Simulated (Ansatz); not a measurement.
# [Cl···H···H], doublet in cc-pVTZ: errors against UCCSDT(Q)

Geometry: a point of a hydrogen-transfer path between rigid fragments, not a stationary point.

```tsv
atom	x (Å)	y (Å)	z (Å)
Cl	0.0000	0.0000	-1.3830
H	0.0000	0.0000	0.1500
H	0.0000	0.0000	1.2330
```

Basis cc-pVTZ; Ansatz 0.2.0. Correlated methods freeze the noble-gas cores, which leaves 9 electrons in 57 orbitals. Prefix R: restricted or restricted open-shell reference; prefix U: unrestricted. Active spaces: pair = (3e, 3o) about the gap; valence = (9e, 6o) chosen from the atoms' valence shells.

Full CI isn't at hand for all of this; UCCSDT(Q) serves as the reference, and is uncertain by about the last step of the cluster series. The frozen core follows each run's orbitals, which can shift R against U totals by a few meV.

For open shells CISD is restricted-active-space CI with the open shells as a complete middle space.

```
UHF ⟨S²⟩                          : 0.808
T1 diagnostic (RCCSD)             : 0.0341
largest doubles amplitude (RCCSD) : 0.072
T1 diagnostic (UCCSD)             : 0.0176
```

```
   level  E − E(RHF) (eV)
     UHF          -0.2925
    RMP2          -5.9918
    UMP2          -5.9469
   RCCSD          -6.6588
   UCCSD          -6.6730
RCCSD(T)          -6.9070
UCCSD(T)          -6.9058
```

Q: Estimate how far UCCSDT(Q) in cc-pVTZ lies from RCCSD(T). The table doesn't fix it; the size of (T) and the diagnostics are the guide.

A: UCCSDT(Q) in cc-pVTZ lies 29 meV below RCCSD(T), which is 12 % of the (T) step (-248 meV). T1 is raised, but (T) still catches most of what CCSD lacks.

The other levels:

```json
{"level": "CISD", "E − E(UCCSDT(Q)) (meV)": "680", "share of correlation (%)": "90.20", "wall time": "3.8 s"}
{"level": "BCCD(T)", "E − E(UCCSDT(Q)) (meV)": "29", "share of correlation (%)": "99.58", "wall time": "3.3 s"}
{"level": "RCCSDT", "E − E(UCCSDT(Q)) (meV)": "12", "share of correlation (%)": "99.83", "wall time": "–"}
{"level": "UCCSDT", "E − E(UCCSDT(Q)) (meV)": "10", "share of correlation (%)": "99.85", "wall time": "–"}
{"level": "RCCSDT(Q)", "E − E(UCCSDT(Q)) (meV)": "0", "share of correlation (%)": "99.99", "wall time": "58 s"}
{"level": "CASSCF (pair space)", "E − E(UCCSDT(Q)) (meV)": "6142", "share of correlation (%)": "11.45", "wall time": "–"}
{"level": "NEVPT2 (pair space)", "E − E(UCCSDT(Q)) (meV)": "843", "share of correlation (%)": "87.85", "wall time": "1.6 s"}
{"level": "MRCISD (pair space)", "E − E(UCCSDT(Q)) (meV)": "524", "share of correlation (%)": "92.44", "wall time": "–"}
{"level": "MRCISD+Q (pair space)", "E − E(UCCSDT(Q)) (meV)": "87", "share of correlation (%)": "98.74", "wall time": "1.9 s"}
{"level": "CASSCF (valence space)", "E − E(UCCSDT(Q)) (meV)": "6094", "share of correlation (%)": "12.14", "wall time": "–"}
{"level": "NEVPT2 (valence space)", "E − E(UCCSDT(Q)) (meV)": "1401", "share of correlation (%)": "79.80", "wall time": "1.3 s"}
{"level": "MRCISD (valence space)", "E − E(UCCSDT(Q)) (meV)": "514", "share of correlation (%)": "92.59", "wall time": "–"}
{"level": "MRCISD+Q (valence space)", "E − E(UCCSDT(Q)) (meV)": "85", "share of correlation (%)": "98.78", "wall time": "2.2 s"}
```

The correlation energy at UCCSDT(Q), counted from RHF, is -6.936 eV. That run took 51 s on 1 thread of Intel Xeon 6975P-C, shared host.

Times hold each run's SCF and search for its determinant on a shared host, so for small cases they say little of a method's own cost; they ran on 1 thread of Intel Xeon 6975P-C.

Natural occupations of CASSCF (valence space) about the gap: 2.000 2.000 1.999 1.952 1.001 0.048; effectively unpaired electrons, Σ n²(2−n)², 1.02.
